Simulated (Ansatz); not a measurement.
# How far each method lies from full CI for H₂, singlet

Geometry: MP2(full)/6-31G*, from the G2/97 set.

```
atom   x (Å)   y (Å)   z (Å)
   H  0.0000  0.0000  0.0000
   H  0.0000  0.0000  0.7372
```

Basis cc-pVDZ; Ansatz 0.2.0. Only valence electrons are correlated (noble-gas cores frozen), which leaves 2 electrons in 10 orbitals. Prefix R: restricted or restricted open-shell reference. Active spaces: valence = (2e, 2o) chosen from the atoms' valence shells.

Full CI is exact within this basis and frozen core; it isn't the basis-set limit.

With two correlated electrons CCSD is exact, so what parts a cluster row from full CI is its frozen core alone.

```
UHF ⟨S²⟩                          : 0.000
T1 diagnostic (RCCSD)             : 0.0051
largest doubles amplitude (RCCSD) : 0.053
```

| level | E − E(full CI) (kcal/mol) | share of correlation (%) | wall time |
| --- | --- | --- | --- |
| RHF | 21.73 | 0.00 | – |
| RMP2 | 5.19 | 76.09 | – |
| RCCSD | 0.00 | 100.00 | 0.06 s |
| RCCSD(T) | 0.00 | 100.00 | 0.06 s |
| BCCD(T) | 0.00 | 100.00 | 0.09 s |
| CASSCF (valence space) | 10.37 | 52.25 | – |
| NEVPT2 (valence space) | 3.65 | 83.18 | 0.03 s |
| MRCISD (valence space) | 0.05 | 99.78 | – |
| MRCISD+Q (valence space) | -0.02 | 100.09 | 0.09 s |

The correlation energy at full CI, counted from RHF, is -0.942 eV. That run took 0.03 s on 1 thread of Intel Xeon 6975P-C, shared host over 22 determinants.

Times hold each run's SCF and search for its determinant on a shared host, so for small cases they say little of a method's own cost; they ran on 1 thread of Intel Xeon 6975P-C.

The full-CI state has the irrep Ag of D2h, in the program's axes (one component, if the state is degenerate).

Natural occupations of full CI about the gap: 1.967 0.020 0.006 0.003 0.003 0.000 0.000 0.000 0.000 0.000; effectively unpaired electrons, Σ n²(2−n)², 0.01.

Atomization energy (electronic, same basis, no zero-point term; atoms at the same level, unrestricted beside the R rows where the molecule is a closed shell, with restricted open-shell steps beyond CCSDT(Q)) at full CI: 432.5 kJ/mol. Errors of other levels:

```json
{"level": "RHF", "error (kJ/mol)": "-90.9"}
{"level": "RMP2", "error (kJ/mol)": "-21.7"}
{"level": "RCCSD", "error (kJ/mol)": "0.0"}
{"level": "RCCSD(T)", "error (kJ/mol)": "0.0"}
{"level": "BCCD(T)", "error (kJ/mol)": "0.0"}
{"level": "CASSCF (valence space)", "error (kJ/mol)": "-43.4"}
{"level": "NEVPT2 (valence space)", "error (kJ/mol)": "-15.3"}
{"level": "MRCISD (valence space)", "error (kJ/mol)": "-0.2"}
{"level": "MRCISD+Q (valence space)", "error (kJ/mol)": "0.1"}
```

This basis is far from its limit, so the value isn't to be set against a measured one. Truncated CI isn't size-consistent, which counts against it in atomization.
